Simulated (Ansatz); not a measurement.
The same path of CH₄NSi (7 atoms, charge 0, multiplicity 2) was run twice with different band settings. The coordinate that changes most is the dihedral H4–N1–C2–Si3.

Computed with UKS B3LYP/def2-SVP in Ansatz 0.2.0.

Relaxed end points:

```xyz
7
Properties=species:S:1:pos:R:3
N -1.019 0.436 -0.388
C 0.150 0.116 0.196
Si 1.141 -1.404 -0.268
H -1.404 -0.158 -1.119
H -1.556 1.259 -0.138
H 0.447 0.843 0.965
H 2.240 -1.092 0.753
```

```xyz
7
Properties=species:S:1:pos:R:3
N -1.018 0.436 -0.388
C 0.151 0.116 0.196
Si 1.141 -1.405 -0.269
H -1.556 1.260 -0.138
H -1.404 -0.158 -1.118
H 0.447 0.843 0.965
H 2.240 -1.092 0.753
```

Common settings: climbing image yes; spring 5.0 eV/Å²; optimiser quadratic models (default); start path IDPP; force threshold 0.05 eV/Å; iteration limit 60; end points relaxed.

| run | movable images |
| --- | --- |
| 1 | 5 |
| 2 | 3 |

Problem. What does each run give, and how far can it be trusted?

Solution. Run 1: converged after 11 iterations, highest image 1.085 eV above the first end. A vibrational analysis at the climbing image gives one clearly imaginary mode, 856i cm⁻¹: a first-order saddle point.
Run 2: converged after 12 iterations, highest image 1.085 eV above the first end. Another band between the same ends (5 images) ends at a top of the same energy, where a vibrational analysis finds 1 clearly imaginary mode. So few images can step over the top or miss a turn of the path.
